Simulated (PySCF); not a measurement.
hydrogen sulfide (H₂S), SMILES S.

Geometry: PBE0-D3(BJ)/def2-TZVPD.

Two levels are set side by side: PBE/def2-TZVPD (PySCF) and HF/def2-TZVPD (PySCF). Same geometry, gas phase. Differences are taken from unrounded values.

```
quantity                         HF    PBE  PBE minus HF
---------------------------  ------  -----  ------------
orbital gap (eV)              12.28   5.65         -6.64
highest occupied level (eV)  -10.48  -6.30          4.18
lowest empty level (eV)        1.81  -0.65         -2.46
dipole moment (D)              1.07   0.98         -0.10
mean polarisability (bohr³)    23.9   25.6           1.8
```

PBE's occupied levels lie high since its potential decays too fast outside the molecule; exact exchange lowers them and widens the gap. Loosely held outer electrons make PBE densities more polarisable. Differences between two approximate levels are no errors against the true value.
